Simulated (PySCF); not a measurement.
This PySCF input asks for the NMR shieldings of SMILES FC(Cl)(Cl)Cl, CCl3F; the geometry comes from GFN2-xTB.

```python
import basis_set_exchange as bse
import numpy as np
from pyscf import gto, dft
from pyscf.prop import nmr

atoms = """
F     0.060305   -0.141039    1.396058
C     0.004642   -0.006315    0.066724
Cl   -0.457934    1.660563   -0.312646
Cl    1.602752   -0.370613   -0.603874
Cl   -1.201142   -1.139743   -0.563447
"""
names = dict.fromkeys(["F", "C", "Cl"], "6-31++G**")
basis = {el: gto.basis.parse(bse.get_basis(n, elements=[el], fmt="nwchem")) for el, n in names.items()}
mol = gto.M(atom=atoms, basis=basis, charge=0, verbose=0)
mf = dft.RKS(mol, xc="OPTX,PBE")
mf.grids.level = 2
mf.grids.alignment = dft.numint.BLKSIZE   # the property module wants whole blocks of grid points
mf.conv_tol = 1e-9
mf.kernel()

calc = nmr.RKS(mf)   # GIAO
sigma = calc.kernel()   # uncoupled for a functional without exact exchange
for i, s in enumerate(sigma):   # ppm
    print("%2d %-2s %9.2f" % (i, mol.atom_pure_symbol(i), np.trace(s) / 3))
```

Problem. What does it print?

Solution. 
```
 0 F     167.34
 1 C      57.15
 2 Cl    403.94
 3 Cl    403.77
 4 Cl    403.95
```

These numbers come from an equivalent density-fitted implementation of the same equations, which agrees with the script to about 0.01 ppm for H and up to a few tenths of a ppm for heavy atoms, so last digits may differ.

Size and cost of the density-fitted run: 102 basis functions, of the order of 6 core-seconds.
